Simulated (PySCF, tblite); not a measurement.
# C₄H₄FS radical: geometry, infrared bands and EPR parameters

Wanted: the infrared bands and EPR parameters of C₄H₄FS radical (`FC1=C[CH]CS1`), by calculation.

The runs use tblite 0.8.0 and PySCF 2.14.0, with density-fitted response routines of our own; the level of theory stands in each step. All values are computed, except where a source is named. Atoms are numbered from 0 throughout.

### Step 1. The molecule as given

10 atoms, charge 0, multiplicity 2; geometry from: force field or distance geometry start.

Bonds of the start (Å): F0–C1 1.37, C1–C2 1.33, C2–C3 1.45, C3–C4 1.50, C4–S5 1.85, S5–C1 1.82, C2–H6 1.10, C3–H7 1.10, C4–H8 1.08, C4–H9 1.11.

### Step 2. Relaxing the molecule with GFN2-xTB

What the job is given:

```
{"job": {"kind": "relax", "xc": "GFN2-xTB", "basis": "xTB"}, "charge": 0, "multiplicity": 2}
F      2.510800     1.130400    -0.531900
C      1.252700     0.616000    -0.373600
C      0.968200    -0.604200     0.060100
C     -0.447900    -0.915000     0.141800
C     -1.300600     0.295000     0.403700
S     -0.333900     1.453000    -0.664300
H      1.769000    -1.316000     0.315800
H     -0.768000    -1.407000    -0.785500
H     -1.327600     0.608700     1.441700
H     -2.313900     0.143800    -0.030400
```

The run is started by

```sh
> OMP_NUM_THREADS=1 python probes_run.py task.json out
```

This one command runs all jobs of the session in turn.

**Question.** This job is followed by: GFN2-xTB harmonic vibrations, gas phase; UKS B3LYP, pcH-1 on C F H S, non-relativistic, mean-field spin-orbit, GIAO. Predict these results of the whole session: strongest single infrared mode (GFN2-xTB); zero-point energy (GFN2-xTB); g(iso) (B3LYP); ⟨S²⟩; largest a(iso) (averaged by class); potential on the surface of density 0.002 e/bohr³, 1st and 99th percentile.

The runs gave:

| quantity | value |
| --- | --- |
| strongest single infrared mode (GFN2-xTB) | 1153 cm⁻¹, 111 km/mol |
| zero-point energy (GFN2-xTB) | 41.7 kcal/mol |
| g(iso) (B3LYP) | 2.00468 |
| ⟨S²⟩ | 0.770 (exact 0.75) |
| largest a(iso) (averaged by class) | 1H on H8, H9, 99.2 MHz |
| potential on the surface of density 0.002 e/bohr³, 1st and 99th percentile | -0.66 V and 1.05 V |

In words: The optimisation took 44 steps and gained 1.570 eV; among the close pairs (by a distance rule), C2–C3 changed most, from 1.452 to 1.365 Å. All 24 modes are real, so the xTB geometry is a minimum. The strongest single mode, at 1153 cm⁻¹, moves mainly C1 and H6. Unscaled tight-binding wavenumbers are off by several per cent, some by more. Its intensities can rank the bands wrongly. The largest spin populations lie on C3 (0.59 e), C1 (0.48 e). The isotropic g lies 2.4 ppt above the free-electron value. The conformer search found further structures of the same energy, which may be mirror or relabelled copies of this one.
